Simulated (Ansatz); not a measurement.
Geometry optimisation, RKS PBE-D4/def2-SVP (Ansatz).

Input file:

```yaml
crystal:
  periodic: [false, false, false]
  atoms:
    - { symbol: Al, position_ang: [0.0, 0.0, 0.0] }
    - { symbol: "N", position_ang: [0.0, 0.0, 2.27] }
    - { symbol: H, position_ang: [-0.877, -0.2713, 2.8] }
    - { symbol: H, position_ang: [0.877, 0.2713, 2.8] }
    - { symbol: O, position_ang: [1.5415, 0.0, -0.89] }
    - { symbol: H, position_ang: [1.8414, -0.9519, -1.0449] }
    - { symbol: H, position_ang: [-1.351, 0.0, -0.78] }
    - { symbol: H, position_ang: [-0.2326, 1.7497, 0.5865] }
    - { symbol: H, position_ang: [-0.1826, 1.3735, 1.5699] }
basis:
  gaussian: { orbitals: def2-SVP }
hamiltonian:
  xc: pbe
  dispersion: d4
relax:
  f_tol: 0.15
  max_steps: 25
  restrain:
    - { distance: [0, 7], at: 2.76, k: 30.0 }
    - { distance: [8, 1], at: 2.26, k: 30.0 }
    - { distance: [0, 1], at: 1.92, k: 30.0 }
    - { distance: [8, 7], at: 0.66, k: 30.0 }
output:
  orbitals: {}
```

Command:

```bash
$ ansatz run input.yaml --threads 2 --pin off --max-ram 3072MiB --backend cpu --events-out ev --progress --plain --runs-dir out
```

Problem. Where does it end, and by what steps?

Solution. The forces met the threshold. The restraints hold the end off the free minimum. After 13 steps the energy has fallen by 1.621 eV (the restraints' own energy left out); H6 moved furthest, 0.74 Å. Parted: Al1–H8. Joined: H8–H9.

```
step  energy less start (eV)  largest force component (eV/Å)  accepted
   0                  0.0000                           1.928       yes
   1                 -0.1241                           2.571       yes
   2                 -0.4301                           1.976       yes
   3                 -1.0319                           1.794       yes
   4                 -1.4104                           1.420       yes
   5                 -1.5047                           1.252       yes
   6                 -1.5334                           1.722       yes
   7                 -1.5709                           1.619       yes
   8                 -1.5976                           1.552       yes
   9                 -1.6117                           1.556       yes
  10                 -1.6169                           1.503       yes
  11                 -1.6152                           1.534        no
  12                 -1.6190                           1.529       yes
  13                 -1.6212                           1.524       yes
```

```xyz
9
Properties=species:S:1:pos:R:3
Al -0.114 -0.256 0.155
N 0.040 -0.208 2.019
H -0.765 -0.334 2.639
H 0.909 -0.313 2.548
O 1.259 -0.366 -0.870
H 2.172 -0.488 -0.570
H -1.537 -0.209 -0.534
H -0.203 2.444 0.723
H -0.144 1.900 1.201
```

Whether the end is a true minimum wasn't checked by a vibrational analysis.

The run took 17 s on 2 threads of Arm Neoverse V2, with other jobs on the host, peak memory 0.14 GiB.
